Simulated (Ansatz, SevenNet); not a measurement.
Elastic constant C11 of rock-salt SnTe (cubic form, which distorts at low temperature): levels of theory against measurement

Reference value: 109 GPa (measured, temperature not stated, no zero-point or thermal correction; as tabulated in Oses et al. (2018), arXiv:1811.08464).

| level (code) | value (GPa) | cell (Å³/atom) |
|---|---|---|
| SevenNet-l3i5 | 107 | 32.96 |
| LDA (Ansatz) | 147 | 30.30 |
| PBE (Ansatz) | 115 | 32.93 |
| PBE+SOC (Ansatz) | (withheld) | 32.91 |
| PBEsol+SOC (Ansatz) | (withheld) | 31.09 |
| r²SCAN (Ansatz) | 126 | 32.33 |
| B3LYP (VWN-RPA form) (Ansatz) | 98.1 | 34.73 |
| HSE06 (Ansatz) | 127 | 32.16 |
| LC-ωPBE (Ansatz) | 141 | 31.66 |
| PBE0 (Ansatz) | 127 | 32.25 |
| r²SCANh (Ansatz) | (withheld) | 32.24 |
| Hartree–Fock (Ansatz) | (withheld) | 37.00 |

### Question
Fill in the missing entries.

### Answer

- PBE+SOC (Ansatz, an electronic-structure program), value (GPa): 113
- PBEsol+SOC (Ansatz), value (GPa): 134
- r²SCANh (Ansatz), value (GPa): 129
- Hartree–Fock (Ansatz), value (GPa): 85.6

Differences against the reference: SevenNet-l3i5 -1.8 %, LDA +35 %, PBE +5.5 %, PBE+SOC +3.7 %, PBEsol+SOC +23 %, r²SCAN +15.6 %, B3LYP (VWN-RPA form) -10.0 %, HSE06 +16.5 %, LC-ωPBE +29 %, PBE0 +16.5 %, r²SCANh +18.3 %, Hartree–Fock -21 %.

The reference's temperature isn't stated, so close values are not ranked against it.

The reference isn't brought to a static lattice, while the calculations are for one, so the differences are not the levels' errors alone. A static lattice is as a rule stiffer than a warm one, by over a tenth in soft solids.  LDA, PBE, PBE+SOC, PBEsol+SOC, r²SCAN, B3LYP (VWN-RPA form), HSE06, LC-ωPBE, PBE0, r²SCANh, Hartree–Fock: symmetry holds this phase in the static calculation, where it need not be a minimum. PBE: the solid has no gap at this level, which affects its response. Each level is taken at its own relaxed cell. Cutoffs and k meshes differ between the levels. Ansatz's density-functional and Hartree–Fock values are scalar-relativistic unless marked +SOC, with PAW data made under PBE.

Machine-learned potentials (SevenNet-l3i5) are trained on DFT data: a solid inside that data is no test of them.

Differences are worked out from the printed values.
